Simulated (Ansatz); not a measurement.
The input, for Ansatz 0.2.0:

```yaml
crystal:
  periodic: [false, false, false]
  atoms:
    - {symbol: Al, position_ang: [0.000000, 0.000000, 1.378956]}
    - {symbol: C, position_ang: [0.000000, 0.000000, -2.485484]}
    - {symbol: H, position_ang: [0.000000, 1.817946, -3.648008]}
    - {symbol: H, position_ang: [0.000000, -1.817946, -3.648008]}
basis:
  gaussian: {orbitals: 6-31G}
magnetization: {spin_polarized: true, initial_magnetization: 3}
hamiltonian: {xc: {name: B3LYP}}
```

```sh
$ ansatz run in.yaml --threads 1 --pin off --events-out ev --progress --plain --max-ram 2393MiB
```

Log:

```
329 factors; integrals over basis functions are off by at most 1.6e-4 eV
mean field evaluation 1: about -7650.0585 eV, gradient 1.4e1 eV
mean field evaluation 2: about -7573.3663 eV, gradient 6.1e1 eV
mean field evaluation 4: about -7652.9380 eV, gradient 6.2e0 eV
mean field evaluation 8: about -7653.4707 eV, gradient 2.9e-1 eV
mean field evaluation 16: about -7653.4793 eV, gradient 6.8e-3 eV
mean field evaluation 32: about -7652.7531 eV, gradient 3.8e0 eV
mean field evaluation 64: about -7653.4735 eV, gradient 3.6e-1 eV
mean field -7653.47932977 eV, -281.2601776545 hartree, gradient 4.2e-6 eV, S^2 3.922475; 10 other end points of the search recorded, 0 dependent functions left out
reference -7653.47959203 eV, -281.2601872922 hartree; 12, 9 occupied and 14, 17 virtual orbitals, 329 factors
Total energy: -7653.47959203 eV, -281.2601872922 hartree
```

Ran on 1 thread of Intel Xeon 6975P-C, shared host: 1.9 s wall, 0.16 GiB peak host memory.
